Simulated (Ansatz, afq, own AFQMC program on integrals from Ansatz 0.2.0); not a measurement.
# WSiH2, septet in def2-SVP, levels against CCSDT(Q)

```xyz
4

W     0.0000    0.0000    0.3619
Si    0.0000    0.0000   -2.1531
H     0.0000   -1.2230   -3.0031
H     0.0000    1.2230   -3.0031
```

Connectivity, by distances: W–SiH2.

Basis def2-SVP with its core potentials. Noble-gas cores (and the filled d shells of Ga–Kr and In–Xe) are frozen. AFQMC by an in-house program on the Cholesky factors that Ansatz 0.2.0 writes for its CCSD(T) run. ph-AFQMC/CISD is guided by a CISD state made of CCSD amplitudes; releasing the constraint for a short imaginary time cuts its bias at the price of noise, slowly where states lie close. Error bars are statistical, one sigma. No spin–orbit coupling. The metal's outer-core s and p shells are frozen, which shifts wave-function levels against functionals.

Determinant: UHF, the one that the program's search chose, which needn't be the lowest solution. The geometry is a PBE0/def2-TZVP stationary point of this or a neighbouring charge and spin state.

No full CI on the walks' own integrals is used here; CCSDT(Q) serves as the reference and is uncertain by about the last step of the cluster series.

Cautions: no spin-orbit coupling; outer-core shells of the metal frozen; another spin lies lower.

The T1 diagnostic is 0.0225 and the weight of the determinant in the CISD state is 0.877. The ⟨S²⟩ of the determinant is 12.027. The size of the correlated space is 12 electrons in 51 orbitals.

Reference: CCSDT(Q), correlation energy -5.361 eV. The released energy is read at 4.20 1/Eh (meV from the phaseless value at times in 1/Eh: -10.2 ± 2.1 at 0.60, -15 ± 3 at 1.20, -14.8 ± 2.3 at 2.00, -15 ± 4 at 3.00, -19 ± 4 at 4.20).

| level | E − E(reference) (meV) | share of correlation (%) |
| --- | --- | --- |
| HF | 5361.4 | 0.00 |
| MP2 | 1039.6 | 80.61 |
| CCSD | 199.6 | 96.28 |
| CCSD(T) | 43.4 | 99.19 |
| CCSDT | 9.3 | 99.83 |
| ph-AFQMC/HF | 77.9 ± 22.4 | 98.55 |
| ph-AFQMC/CISD | 20.8 ± 2.8 | 99.61 |
| released AFQMC | 1.9 ± 4.2 | 99.97 |

A walk keeps the symmetry of its determinant, which the program's search chose and which needn't be the lowest solution, so a lower state of the same spin and another symmetry isn't excluded. Released energies are given only where the last usable release times agree within the noise; a slower fall can still hide under it.
